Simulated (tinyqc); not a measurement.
UKS/LDA (PW92) in the sto-6g basis, for H2O, spin multiplicity 3, step by step. One step of it, computed by the program tinyqc.

Question. Iteration 2: DIIS coefficients. Solve [B -1; -1 0][c; lambda] = [0; -1] for the coefficients, which sum to one.

B (overlaps of the stored error matrices):
$$\begin{pmatrix}
5.7117029e+01 & -1.1547776e-01 \\
-1.1547776e-01 & 5.9182991e-01
\end{pmatrix}$$

Give: DIIS coefficients.

Answer.

DIIS coefficients: [0.0122, 0.9878]
